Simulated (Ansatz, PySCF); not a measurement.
sulfur dioxide (O₂S), SMILES O=S=O.

Coordinates come from a B3LYP-D3(BJ)/def2-TZVP optimisation.

Vertical ionisation energy (IE) and electron affinity (EA) in eV. Rows of orbital energies are one-electron estimates. Where ΔSCF, EOM or ADC give a negative EA the extra electron is unbound and the value depends on the basis.

| level | IE | EA |
|---|---|---|
| −ε(HOMO), −ε(LUMO), PBE0/def2-TZVPD (PySCF) | 9.65 | 3.55 |
| −ε(HOMO), −ε(LUMO), PBE/def2-TZVPD (PySCF) | 8.09 | 4.47 |
| ADC(2)/aug-cc-pVDZ (PySCF) | 10.98 | 0.62 |
| ΔSCF, CAM-B3LYP/def2-TZVPD (Ansatz), final states of multiplicity 2 and 2 | 12.64 | 1.14 |
| ΔSCF, PBE/def2-TZVPD (Ansatz), final states of multiplicity 2 and 2 | 12.14 | 0.82 |

Task: What vertical singlet–triplet gap does ΔSCF give with CAM-B3LYP/def2-TZVPD (Ansatz, a quantum-chemistry and plane-wave program) and with PBE/def2-TZVPD (Ansatz)? (An estimate is asked for; the answer gives what the named calculation found.)

Result: 3.16 and 3.13 eV (triplet above singlet where positive).

Task: Beyond the first one, list the lowest photoelectron lines from PySCF with ADC(2)/aug-cc-pVDZ with their pole strengths (two spins summed). (An estimate is asked for; the answer gives what the named calculation found.)

Result: 11.35 eV (1.67), 12.42 eV (1.70), 15.18 eV (1.64), 15.52 eV (1.65), 15.98 eV (1.69).
